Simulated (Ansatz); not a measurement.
C5H12O can be A, `COC(C)(C)C`, or B, `CCC(O)CC`.

Calculated with Ansatz (gas phase, PBE0-D4/def2-TZVP geometries, no zero-point term in ΔE). CBS: MP2 limit from def2 TZ/QZ plus the TZ coupled-cluster correction, frozen cores. DFT in def2-TZVPP. B3LYP here is the variant with VWN-RPA as its local correlation; programs differ in this. Each species was taken in one conformer, which may not be the lowest.

(1) Which isomer does CCSD(T)/CBS put lower? Give the gap. (Best estimate.)

(2) Give E(B) − E(A) in kcal/mol with PBE-D4, HF/def2-TZVPP, MP2/def2-TZVPP, PBE0-D4, B2PLYP, CCSD(T)/def2-SVP, B3LYP-D4. (Best estimate.)

Largest T1 diagnostic: 0.010.

Results:

(1) Computed: B, by 8.1 kcal/mol.

(2) The calculation gave: PBE-D4 -8.2, HF/def2-TZVPP -8.6, MP2/def2-TZVPP -8.0, PBE0-D4 -8.7, B2PLYP -8.1, CCSD(T)/def2-SVP -7.6, B3LYP-D4 -7.2. None reverses the order clearly.

The D4 term adds +1.2 kcal/mol with B3LYP and +0.7 kcal/mol with PBE0; it sums over pairs of atoms, weighted by their polarisabilities, and B3LYP, whose exchange is more repulsive, gets the larger term. Leaving LDA and LC-ωPBE aside and taking each functional with its dispersion term where it has one, the values, not all of them listed here, spread over 2.2 kcal/mol, from PBE-QIDH to BLYP-D4. LDA lies +1.6 kcal/mol from PBE without D4.
